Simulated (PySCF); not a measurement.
Ionisation energy of C by level of theory

C [He] 2s2 2p2 (3P) → C⁺ [He] 2s2 2p1 (2P), as a difference of total energies. Computed with PySCF 2.14 in x2c-TZVPPall (5s3p2d1f, 31 functions), with scalar relativity by spin-free X2C-1e. Correlated levels: valence: 1s2 frozen. The calculations carry no spin-orbit coupling.

```tsv
method	ionisation energy (eV)
UHF	10.797
MP2 (valence)	11.237
SCS-MP2 (valence)	11.111
CCSD (valence)	11.141
CCSD(T) (valence)	11.166
CCSDT (valence)	11.170
```

Task: How much does correlation contribute at CCSD(T) (valence)?

Result: 11.166 − (10.797) = 0.369 eV, measured against UHF.

Errors of the correlated levels include the incompleteness of this basis and the frozen core.

For comparison: 11.262 eV (measured; NIST levels, between the centres of gravity of the two terms).
